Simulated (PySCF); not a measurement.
C5H13N.
Bonds: C1–C2, C2–C3, C2–N4, N4–C5, N4–C6. Hydrogens: H7, H8, H9 on C1; H10 on C2; H11, H12, H13 on C3; H14, H15, H16 on C5; H17, H18, H19 on C6.

Computed geometry: GFN2-xTB, gas phase.

Task: What internal coordinates does the optimisation give?

Result: 
```json
{"bond": "C1–C2, C2–C3", "length (bohr)": "2.897"}
{"bond": "C2–N4", "length (bohr)": "2.757"}
{"bond": "N4–C5, N4–C6", "length (bohr)": "2.733"}
{"bond": "C1–H7 and 5 like bonds", "length (bohr)": "2.054"}
{"bond": "C2–H10", "length (bohr)": "2.073"}
{"bond": "C5–H14 and 3 like bonds", "length (bohr)": "2.058"}
{"bond": "C5–H16, C6–H18", "length (bohr)": "2.081"}
```

Bonds in one row agree within 0.02 bohr and their mean is given. A selection of angles:
```json
{"angle": "C2–C1–H7", "degrees": "109.7"}
{"angle": "C2–C1–H8", "degrees": "110.9"}
{"angle": "H7–C1–H8", "degrees": "108.3"}
{"angle": "H8–C1–H9", "degrees": "108.8"}
{"angle": "C1–C2–C3", "degrees": "110.3"}
{"angle": "C1–C2–N4", "degrees": "115.2"}
{"angle": "C1–C2–H10", "degrees": "108.1"}
{"angle": "C3–C2–N4", "degrees": "110.1"}
{"angle": "N4–C2–H10", "degrees": "105.3"}
{"angle": "C2–N4–C5", "degrees": "115.4"}
{"angle": "C2–N4–C6", "degrees": "113.8"}
{"angle": "C5–N4–C6", "degrees": "110.8"}
{"angle": "N4–C5–H14", "degrees": "108.3"}
{"angle": "N4–C5–H15", "degrees": "109.9"}
{"angle": "N4–C5–H16", "degrees": "113.3"}
{"angle": "H14–C5–H15", "degrees": "108.2"}
{"angle": "H15–C5–H16", "degrees": "109.0"}
```

Dihedral angles: C1–C2–N4–C5 -55° (synclinal). The mirror-image conformer, all signs reversed, is as good.

Of the pairs four or more bonds apart, H11···H15 is among the closest relative to their van der Waals radii: 2.21 Å, 92 % of the sum of Bondi's values. N4 (tertiary amine nitrogen) is pyramidal (angles 115.4°, 113.8° and 110.8°, sum 340.0°, 0.38 Å off the plane of its three neighbours).

Point group: C1 (no symmetry element, even within 0.4 Å). Not checked by GFN2-xTB frequencies. One conformer, not necessarily the lowest.
